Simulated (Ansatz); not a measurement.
This geometry of C3H6N2O (12 atoms, charge 0, multiplicity 1) is a first-order saddle point.

These are results of RKS PBE0-D4/def2-SVP in Ansatz, not measurements.

```xyz
12
Properties=species:S:1:pos:R:3
N -0.477 1.163 0.746
C 0.026 0.315 -0.235
C 0.485 -1.017 0.307
O -0.461 -1.562 1.192
C 0.429 0.800 -1.527
N -0.703 0.259 -1.609
H -0.787 0.749 1.612
H -0.394 2.164 0.678
H 1.411 -0.884 0.891
H 0.708 -1.693 -0.538
H -1.268 -1.719 0.687
H 1.110 1.370 -2.172
```

Q: Which two structures does it join? (They come from a converged band through this point; their orientation in space is the band's.)

A: No bond is made or broken. The height of N1 over the plane of its neighbours goes from -0.35 to 0.35 Å.

Initial state:

```xyz
12
Properties=species:S:1:pos:R:3
N -0.192 1.235 0.862
C 0.108 0.336 -0.186
C 0.500 -1.027 0.325
O -0.514 -1.572 1.131
C 0.429 0.796 -1.511
N -0.749 0.350 -1.462
H -0.751 0.762 1.570
H -0.684 2.062 0.539
H 1.395 -0.941 0.962
H 0.752 -1.679 -0.532
H -1.292 -1.682 0.572
H 1.075 1.306 -2.236
```

Final state:

```xyz
12
Properties=species:S:1:pos:R:3
N -0.622 1.228 0.663
C -0.025 0.335 -0.260
C 0.477 -0.967 0.324
O -0.476 -1.537 1.186
C 0.390 0.801 -1.560
N -0.715 0.214 -1.629
H -0.915 0.723 1.496
H -0.004 1.989 0.932
H 1.375 -0.782 0.937
H 0.766 -1.653 -0.494
H -1.251 -1.753 0.655
H 1.077 1.347 -2.215
```

Q: How far does it lie above each of them?

A: 0.136 eV above the first and 0.051 eV above the second. This is the barrier of this one path; another mechanism may lie lower.

Time of the run: 5.9 min on 2 threads of Intel(R) Xeon(R) CPU @ 2.80GHz (Skylake/Cascade Lake), with other jobs on the host, peak memory 0.31 GiB.
